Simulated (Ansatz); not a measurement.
# UCCSD(T)/aug-cc-pVTZ run of NH (imidogen)

What is the vertical ionisation energy of NH (imidogen) at UCCSD(T)/aug-cc-pVTZ? 

Program for the calculation: Ansatz 0.2.0.

44 further runs of the same task are left out: 44 set aside as unsound or not needed.

**1. The molecule**

NH has 2 atoms, charge 0, and is taken as a triplet. SMILES: `[NH]`. The bond length is the measured one.

Bond lengths: N1–H2 1.036 Å.

**2. A single-point energy at UCCSD(T)/aug-cc-pVTZ**

molecule.yaml

```yaml
crystal:
  periodic: [false, false, false]
  atoms:
    - symbol: N
      position_ang: [0.000000, 0.000000, 0.000000]
    - symbol: H
      position_ang: [0.000000, 0.000000, 1.036210]
basis:
  gaussian:
    orbitals: aug-cc-pVTZ
magnetization:
  spin_polarized: true
  initial_magnetization: 2
correlation:
  method: ccsd_t
  frozen_orbitals: {H: 0, "N": 1}
scf:
  omitted_lower_state_checks: [cluster_reference, increment]
accuracy: high
```

Launch:

```console
$ ansatz run molecule.yaml --threads 1 --pin off --max-ram 3480MiB --events-out events.jsonl --progress --plain --runs-dir runs
```

What it wrote (excerpt; [...] marks lines left out):

```text
Warning: RAYON_NUM_THREADS=1 ignored (pool sized by the plan → 1); use --threads N
Functional definition: HF
  name "HF"
[...]
897 factors; integrals over basis functions are off by at most 3.1e-9 eV
[...]
mean field -1496.15157201 eV, -54.9825561435 hartree, gradient 2.7e-8 eV, S^2 2.016561; 0 other end points of the search recorded, 0 dependent functions left out
1 core orbitals not correlated: weight in the atoms' cores, before any rotation towards them, 1.000 or more for the frozen orbitals, at most 0.000 for the correlated occupied ones
reference -1496.15157201 eV, -54.9825561435 hartree; 4, 2 occupied and 64, 66 virtual orbitals, 897 factors
second order -3.79615886 eV of doubles, -0.00000000 eV of singles
cycle   1  -4.16455964 eV  change   -3.7e-1 eV  update   3.8e-2
[...]
cycle  23  -4.30907586 eV  change   3.7e-10 eV  update  2.0e-10
perturbative correction -0.11442835 eV, -0.0042051643 hartree
Total energy: -1500.57507622 eV, -55.1451169247 hartree
Checks for a lower state left out: cluster_reference, increment
```

Wall time 3.3 s (1 thread of Arm Neoverse V1, shared host); peak memory 0.39 GiB.

**3. The doublet cation**

molecule.yaml

```yaml
crystal:
  periodic: [false, false, false]
  atoms:
    - {symbol: N, position_ang: [0.000000, 0.000000, 0.000000]}
    - {symbol: H, position_ang: [0.000000, 0.000000, 1.036210]}
basis:
  gaussian: {orbitals: aug-cc-pVTZ}
total_charge: 1
correlation: {method: ccsd_t, frozen_orbitals: {H: 0, "N": 1}}
magnetization: {spin_polarized: true, initial_magnetization: 1}
scf: {omitted_lower_state_checks: [cluster_reference, increment]}
accuracy: high
```

Launch:

```console
$ ansatz run molecule.yaml --threads 1 --pin off --max-ram 3480MiB --events-out events.jsonl --progress --plain --runs-dir runs
```

What it wrote:

```text
Warning: RAYON_NUM_THREADS=1 ignored (pool sized by the plan → 1); use --threads N
[... 14 lines left out ...]
1 core orbitals not correlated: weight in the atoms' cores, before any rotation towards them, 1.000 or more for the frozen orbitals, at most 0.000 for the correlated occupied ones
[... 44 lines left out ...]
Total energy: -1487.11142558 eV, -54.6503368899 hartree
Checks for a lower state left out: cluster_reference, increment
```

Run time: 4.5 s. Hardware: 1 thread of Arm Neoverse V1, shared host; peak memory 0.39 GiB.

**4. Results**

Level: UCCSD(T)/aug-cc-pVTZ, 1 core orbital frozen.

```
                                                  quantity         value
                                  triplet NH: total energy  -55.14512 Eh
    triplet NH: correlation energy (1 core orbital frozen)    -162.6 mEh
                                triplet NH: (T) correction     -4.21 mEh
             triplet NH: ⟨S²⟩ of the reference determinant         2.017
                                 triplet NH: T1 diagnostic         0.011
                              doublet cation: total energy  -54.65034 Eh
doublet cation: correlation energy (1 core orbital frozen)    -131.7 mEh
                            doublet cation: (T) correction     -3.25 mEh
         doublet cation: ⟨S²⟩ of the reference determinant         1.235
                             doublet cation: T1 diagnostic         0.108
        vertical ionisation energy (to the doublet cation)     13.464 eV
```

What this shows: The vertical ionisation energy comes to 13.46 eV (310 kcal/mol). The triples (triplet NH) make up 2.6 % of the correlation energy. ⟨S²⟩ (doublet cation) is 1.23 where a pure doublet has 0.75: the reference is spin-contaminated. The T1 diagnostic (doublet cation) of 0.108 is above the customary mark for such species, so a single reference may not serve. The triples (doublet cation) make up 2.5 % of the correlation energy.
